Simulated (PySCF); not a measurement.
Ionisation of `F[SiH2]F` (F2H2Si)

Parent: `F[SiH2]F` (F2H2Si). Atom numbers as in the mapped SMILES `[F:1][SiH2:2][F:3]`.

Level of theory: ωB97X-D3(BJ)/ma-def2-TZVP single points in PySCF, grid level 2; every species was optimised with PBE0-D3(BJ)/def2-SVP. ωB97X-D3(BJ) is ωB97X-V with D3(BJ) in place of VV10. Zero-point and thermal terms (298.15 K, 1 bar) come from unscaled PBE0-D3(BJ)/def2-SVP harmonic frequencies, with soft modes damped to free rotors in the entropy.

Frontier levels of the parent: HOMO -12.56 eV, LUMO 1.11 eV.

Oxidation to the radical cation:
* Vertical ionisation energy (electronic): 13.02 eV
* Adiabatic ionisation energy (with zero-point energy): 12.17 eV
* Adiabatic, electronic part: 12.33 eV
* Vertical gap at the product's structure: 11.22 eV
* Inner reorganisation energy (four-point): 1797 meV
* Relaxation of product / of parent: 691 / 1106 meV
* ⟨S²⟩ of the product: 0.759
* Largest spin populations: H (on Si2) 0.41, H (on Si2) 0.38, Si2 0.12
* Largest changes of atomic charge: H (on Si2) 0.29, H (on Si2) 0.28, Si2 0.22, F3 0.11
* Distances that move most (Å): Si2–H 1.481 → 1.589; Si2–H 1.481 → 1.575; Si2–F3 1.611 → 1.563; F1–Si2 1.611 → 1.562
* Potential in dichloromethane: 9.50 V absolute, 4.80 V against Fc+/Fc computed at 4.70 V (solvation -8 → -262 kJ/mol)

Solvents are IEF-PCM continua (electrostatics only, gas-phase structures); absolute potentials refer to an electron at rest in vacuum. Fc+/Fc in dichloromethane, 4.70 V, is ωB97X-D3(BJ)/ma-def2-TZVP on PBE0-D3(BJ)/def2-SVP structures with GFN2-xTB thermal terms. Benchmark calculations put it near 5.0 V in acetonitrile and DMSO, so it is about 0.3 V low, and the value against it can read up to that much too high.

Measured values (NIST Chemistry WebBook, evaluated or the median of agreeing entries): vertical ionisation energy 12.85 eV (computed 13.02, difference 0.17); adiabatic ionisation energy 12.20 eV (computed 12.17, difference -0.03).

Structures, frequencies and single points took 78 s of wall time on 1 thread of Arm Neoverse V1 (shared host), launched as `OMP_NUM_THREADS=1 python redox_run.py task.json out`.
